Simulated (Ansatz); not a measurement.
A made-up structure of C2HS (charge -1), singlet:

```tsv
atom	x (Å)	y (Å)	z (Å)
C1	-0.1865	0.1598	1.8731
C2	-0.1970	0.1378	0.6295
S3	-0.3551	0.1982	-1.0549
H4	0.3541	0.9666	0.9942
```

It is relaxed with PBE-D4/def2-SVPD and then PBE0-D4/def2-TZVPD (Ansatz 0.2.0). Atoms count as bonded within 1.22 times the sum of their covalent radii (H–H: 0.88 Å). The end point is not checked to be a true minimum.

Q: Does its bonding change? (Judge from chemistry; the calculation decides.)

A: Computed: Yes. Formed: C1–H4; broken: C2–H4.

Where it ends: The first stage lowers the energy by 2.08 eV in 12 steps. It ends as C₂HS ([CH][C][S]), total charge -1:
```tsv
atom	x (Å)	y (Å)	z (Å)
C1	0.1269	0.6124	1.2946
C2	-0.2322	0.2150	0.1931
S3	-0.7172	-0.3222	-1.2953
H4	0.4380	0.9573	2.2496
```

Labels in which every atom is bracketed show which atoms are joined, not bond orders.

For scale, one of the runs: PBE0-D4/def2-TZVPD relaxation, 129 basis functions, launched by `ansatz run in.yaml --threads 2 --pin off --events-out ev --progress --plain --max-ram 4352MiB`. The run took about 12 s on 2 CPU threads of an Arm Neoverse V1 (shared host).
